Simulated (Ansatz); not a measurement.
Computed with Ansatz on PBE0-D4/def2-TZVP structures; ΔE is electronic, products minus reactants. CBS: MP2 limit from def2 TZ/QZ plus the TZ coupled-cluster correction, frozen cores. This one scheme is used for every species, atoms too. DFT in def2-TZVPP. Open shells (•) are unrestricted, without spin–orbit coupling. Spin–orbit coupling would lower the free atoms: a little for C, F. One conformer a species, not always the lowest.

Consider the atomization: `CC(F)CF` → 3 C• + 2 F• + 6 H•.

| level | ΔE (kJ/mol) | difference from CCSD(T)/CBS |
| --- | --- | --- |
| PBE-D4 | 4394.6 | 106.5 |
| BLYP-D4 | 4282.5 | -5.6 |
| r2SCAN-D4 | 4299.7 | 11.6 |
| r2SCAN0-D4 | 4231.8 | -56.3 |
| ωB97M-V | 4299.8 | 11.7 |
| PBE-QIDH | 4271.1 | -17.0 |
| revPBE | 4220.5 | -67.6 |
| r2SCANh | 4267.7 | -20.4 |
| r2SCAN0 | 4227.4 | -60.7 |
| CAM-B3LYP | 4304.1 | 16.0 |
| LC-ωPBE | 4299.6 | 11.5 |
| CCSD(T)/def2-SVP | 4104.7 | -183.4 |
| CCSD/def2-TZVPP | 4131.2 | -156.9 |
| MP2/def2-QZVPP | 4324.3 | 36.2 |
| SCS-MP2/def2-QZVPP | 4294.8 | 6.7 |
| CCSD/CBS(def2) | 4230.3 | -57.8 |
| CCSD(T)/CBS | 4288.1 | 0 |

Largest T1 diagnostic among the species: 0.010.

In def2-TZVPP, CCSD(T) changes the Hartree–Fock value by +1025.3 kJ/mol (the triples alone add +57.8 kJ/mol) and MP2 by +1102.3 kJ/mol; breaking electron pairs costs correlation energy, which Hartree–Fock lacks. At CCSD(T), def2-SVP lies −183.4 kJ/mol from the extrapolated value and def2-TZVPP −99.1 kJ/mol: correlation converges slowly with the basis, and small sets miss more of it in the bonded molecule than in its fragments.

For atomizations the MP2-based limit and the directly extrapolated one differ by several kJ/mol either way, and by 10 to 25 for some Ge, Se and Sn compounds, so smaller differences from it don't rank the levels.
